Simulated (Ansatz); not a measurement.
Geometry optimisation, Ansatz 0.2.0, RKS r2SCANh-D4/cc-pVDZ.

Input file:

```yaml
crystal:
  periodic: [false, false, false]
  atoms:
    - { symbol: Si, position_ang: [0.0, 0.0, 0.0] }
    - { symbol: H, position_ang: [0.8436, 0.0, 1.4296] }
    - { symbol: O, position_ang: [1.8237, 0.0, 0.457] }
    - { symbol: H, position_ang: [2.14, -0.9521, 0.3404] }
    - { symbol: H, position_ang: [-0.6877, 1.1914, -0.4862] }
    - { symbol: Si, position_ang: [-1.0456, -1.8115, -0.7393] }
    - { symbol: H, position_ang: [-1.7029, -2.4846, 0.3772] }
    - { symbol: H, position_ang: [-2.0454, -1.4265, -1.7311] }
    - { symbol: H, position_ang: [-0.0777, -2.7173, -1.3511] }
basis:
  gaussian: { orbitals: cc-pVDZ }
hamiltonian:
  xc: r2scanh
  dispersion: d4
relax:
  f_tol: 0.15
  max_steps: 25
  restrain:
    - { distance: [1, 2], at: 2.21, k: 30.0 }
    - { distance: [0, 1], at: 1.46, k: 30.0 }
    - { distance: [0, 2], at: 1.68, k: 30.0 }
output:
  orbitals: {}
```

Command:

```bash
$ ansatz run input.yaml --threads 2 --pin off --max-ram 3072MiB --backend cpu --events-out ev --progress --plain --runs-dir out
```

Where does it end, and by what steps?

It converged. The restraints hold the end off the free minimum. After 6 steps the energy has fallen by 3.461 eV (the restraints' own energy left out); O3 moved furthest, 0.59 Å.

```csv
step,energy less start (eV),largest force component (eV/Å),accepted
0,0.0000,3.476,yes
1,-1.4136,2.915,yes
2,-2.5820,2.044,yes
3,-3.3321,1.257,yes
4,-3.3990,1.551,yes
5,-3.4538,1.455,yes
6,-3.4608,1.256,yes
```

```xyz
9
Properties=species:S:1:pos:R:3
Si 0.156 -0.020 0.171
H 0.355 -0.067 1.613
O 1.802 -0.035 -0.129
H 2.274 -0.710 0.367
H -0.378 1.286 -0.312
Si -1.054 -1.851 -0.708
H -1.824 -2.551 0.368
H -2.007 -1.429 -1.781
H -0.076 -2.823 -1.294
```

Time of the run: 11 s on 2 threads of Intel(R) Xeon(R) 6975P-C (Granite Rapids), on a shared host, peak memory 0.19 GiB.
